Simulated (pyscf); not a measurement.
## Four-centre exchange: F–BH–F + ammonia (NH₃) -> hydrogen fluoride (HF) + H₂N–BH–F

Gas phase, singlet surface, charge 0. Bonds broken: F1–B2, N5–H6. Bonds formed: F1–H6, B2–N5. Single points on ωB97X-D3(BJ)/def2-SVP structures (PySCF, gas phase). Correlated levels are frozen-core, on RHF or UHF. ΔMP2 is the change of the MP2 total energy from the triple- to the quadruple-zeta basis.

Transition state (Å):

```xyz
8

F     -0.1123     1.2985     1.0162
B     -0.1872     0.1399    -0.3337
F      1.0789     0.0599    -0.7856
H     -1.0574     0.5639    -1.0551
N     -0.5484    -0.8929     0.7267
H     -0.3682     0.3146     1.3899
H     -1.4818    -1.2932     0.6815
H      0.1497    -1.6197     0.8747
```

One imaginary mode, 780i cm⁻¹; descent along it reached the two sides named, in the forms told below.

```tsv
bond	change	reactant side (Å)	saddle	product side
F1–B2	breaks	1.384	1.780	2.9
N5–H6	breaks	1.022	1.389	1.886
F1–H6	forms	2.361	1.083	0.937
B2–N5	forms	1.707	1.524	1.419
```

Electronic energies relative to the separated reactants (eV):

```tsv
level	barrier	reaction energy	reverse barrier
ωB97X-D3(BJ)/def2-TZVP	0.72	+0.31	0.41
PBE/def2-TZVP	0.54	+0.29	0.25
r²SCAN/def2-TZVP	0.61	+0.34	0.27
B3LYP-D3(BJ)/def2-TZVP	0.75	+0.31	0.44
PBE0-D3(BJ)/def2-TZVP	0.59	+0.27	0.33
M06-2X/def2-TZVP	0.70	+0.30	0.40
ωB97M-D3(BJ)/def2-TZVP	0.71	+0.31	0.40
HF/def2-TZVP	1.44	+0.43	1.02
MP2/def2-QZVPP	0.74	+0.26	0.49
CCSD/def2-TZVPP	0.89	+0.31	0.58
CCSD(T)/def2-TZVPP	0.79	+0.30	0.49
CCSD(T)/def2-TZVPP + ΔMP2(QZVPP)	0.81	+0.28	0.52
```

With CCSD(T)/def2-TZVPP + ΔMP2(QZVPP) energies and thermal terms (ideal gas, 1 atm, RRHO with modes under 100 cm⁻¹ raised to 100, one conformer, R ln 2 for chiral ones without a mode under 150 cm⁻¹), in eV:

```
T (K)   ΔH‡   ΔG‡     ΔH     ΔG
-----  ----  ----  -----  -----
298    0.76  1.22  +0.27  +0.29
600    0.77  1.68  +0.30  +0.29
900    0.79  2.14  +0.32  +0.29
1200   0.83  2.58  +0.34  +0.27
```

On the reactant side the descent ends in an adduct with a B–N contact, 0.79 eV under the separated species and 1.51 eV under the saddle at ωB97X-D3(BJ)/def2-TZVP. On the product side the descent ends in a complex, 0.21 eV under the separated species and 0.61 eV under the saddle at ωB97X-D3(BJ)/def2-TZVP. What is counted as formed (B–N) is already present as a longer contact in the reactant adduct; forming that adduct is a step of its own. This is the saddle that the search found; another between the same sides may lie lower. The CCSD(T) − MP2 part came from Ansatz, without density fitting, on the same reference.
